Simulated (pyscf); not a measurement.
PySCF, gas phase, ωB97X-D3(BJ)/def2-SVP geometries.

### Question
Estimate by transition-state theory the rate constant of `[PH2][GeH3]` + `[OH2]` -> `[OH][GeH2][PH2]` + `[H][H]` (singlet surface; Ge–H, H–O broken, Ge–O, H–H formed) at 600 K, with ωB97M-D3(BJ)/def2-TZVP energies (ideal gas, 1 atm, RRHO with modes under 100 cm⁻¹ raised to 100, one conformer, R ln 2 for chiral ones without a mode under 150 cm⁻¹; no tunnelling).

### Answer
The electronic barrier is 44.7 kcal/mol and the thermal terms add +19.1, so ΔG‡ = 63.8 kcal/mol. With k_BT/h = 1.25e+13 s⁻¹ and RT = 1.192 kcal/mol, and a volume of 8.18e-20 cm³ per molecule at 1 atm, k = 5.7e-30 cm³ molecule⁻¹ s⁻¹. Wigner's tunnelling factor for 1374i cm⁻¹ would be 1.45, likely too low at so high a frequency. A shift of 1 kcal/mol in the barrier changes k by a factor 2.3. One saddle was located; it need not be the lowest between these sides. Elements up to Kr have no core potential and no relativistic terms here.
